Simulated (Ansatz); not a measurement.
Ansatz (a quantum-chemistry and plane-wave program) input (B3LYP/LANL2DZ): The .json file is the Basis Set Exchange's LANL2DZ.

Ansatz 0.2 input:
```yaml
crystal:
  periodic: [false, false, false]
  atoms:
    - {symbol: N, position_ang: [0.00224146, -0.00382052, 0.11155442]}
    - {symbol: H, position_ang: [-0.00202883, 0.95117179, -0.22808750]}
    - {symbol: H, position_ang: [0.80949996, -0.46442426, -0.29287493]}
    - {symbol: H, position_ang: [-0.82316134, -0.46000387, -0.25991854]}
basis:
  gaussian:
    orbitals: LANL2DZ.json
hamiltonian:
  xc: {name: B3LYP}
relax: {f_tol: 0.003, max_steps: 120}
```

**Question.** What final total energy does it give?

**Answer.** -56.54828 Eh.
